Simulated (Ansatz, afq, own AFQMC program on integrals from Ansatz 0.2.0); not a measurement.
Integrals from Ansatz 0.2.0, then the random walk in our own AFQMC program (afq).

```yaml
crystal:
  periodic: [false, false, false]
  atoms:
    - {symbol: B, position_ang: [-0.396996, 0.000000, 0.581002]}
    - {symbol: B, position_ang: [0.378128, 0.000000, -0.729660]}
    - {symbol: H, position_ang: [0.202372, 0.000000, 1.594478]}
basis:
  gaussian: {orbitals: 6-31G}
magnetization: {spin_polarized: false, initial_magnetization: 1}
correlation: {method: ccsd_t, electrons: outside_noble_gas, hamiltonian_folder: ham}
```

```sh
$ ansatz run in.yaml --threads 1 --pin off --events-out ev --progress --plain --max-ram 16896MiB --backend cuda --devices 0, --max-vram 18GiB
```

Options of the walk:

```
--method free --trial cisd --walkers 4000 --time-step 0.03 --max-blocks 4000 --target-error 0.00032 --factor-cut 1e-05 --seed 8247 --times 0,0.3,0.6,1.2,1.8,2.4,3.6,4.8,6 --taylor-order 8
```

Times are imaginary, in 1/Eh. The walk had a cap of 61 s.

Log:

```
orbitals 18  electrons 4 3  factors 118 of 284
reference energy -49.67422525 Eh
CCSD correlation -0.13611535 Eh in 23 cycles, weight of the determinant in the CISD state 0.7408
repeat  energy at the last time / Eh  error
    10  -49.821584  0.000330
    20  -49.821166  0.000227
    30  -49.821073  0.000163
time / (1/Eh)  energy / Eh  error  mean overlap
  0.00  -49.810347  0.000027  1.3503
  0.30  -49.813765  0.000031  1.3504
  0.60  -49.815735  0.000048  1.3533
  1.20  -49.817960  0.000065  1.3573
  1.80  -49.819169  0.000065  1.3617
  2.40  -49.819762  0.000088  1.3707
  3.60  -49.820604  0.000100  1.3818
  4.80  -49.820839  0.000127  1.4003
  6.00  -49.821061  0.000158  1.4221
energy -49.821061 +/- 0.000158 Eh
```

The run failed at least one of its tests; the cautions name the faults.

Against this walk (error 4.3 meV) on the same determinant: CCSD(T) 12.1 meV higher, CCSDT(Q) 28.7 meV lower, CCSDTQ 29.2 meV lower, full CI (a separate run on its own orbitals, whose frozen core shifts it by up to a few meV) 30.8 meV lower. The error is statistical, and a free projection of finite length keeps a remainder of its start. The projection is still falling at its last time (meV from the last point: 51.5 ± 1.8 at 1.80, 35.4 ± 2.4 at 2.40, 12 ± 3 at 3.60, 6 ± 3 at 4.80, 0 ± 4 at 6.00), so its energy is a cut-off value, and the gaps above aren't errors of the other methods. Full CI is exact here, so the walk's 31 meV above it is the walk's own error: what remains of the start. The determinant is a poor start (see the cautions), so the low cluster orders aren't to be relied on, and full CI is the sure value.

Cautions: remainder of the start not in the error; start not forgotten; a spin-contaminated unrestricted determinant lies lower (UHF 1.59 eV lower, ⟨S²⟩ 1.71); the search met a lower determinant of the same kind, perhaps of another symmetry (147 meV lower), and this one is a saddle point; strong correlation (T1 0.100, weight of the determinant 0.74, largest double 0.31); (T) is large, 8 % of the CCSD correlation; CCSDTQ on the UHF determinant differs (437 meV lower), perhaps since the unrestricted series falls towards higher spin; full CI with its own frozen core; a state of higher spin lies lower (by 438 meV).

The walk took 29 s on 1 × NVIDIA H100 80GB HBM3 with 2 threads of AMD EPYC 7R13 Processor (Zen 3), on a shared host (the card was shared). The log's last line is the free-projection energy.

CCSDT and higher add their correlation energy to the determinant of the CCSD(T) run, since their own runs factorise the integrals more tightly (a shift of under 2 meV). A walk keeps the symmetry of its determinant, which the program's search chose and which needn't be the lowest solution, so a lower state of the same spin and another symmetry isn't excluded.
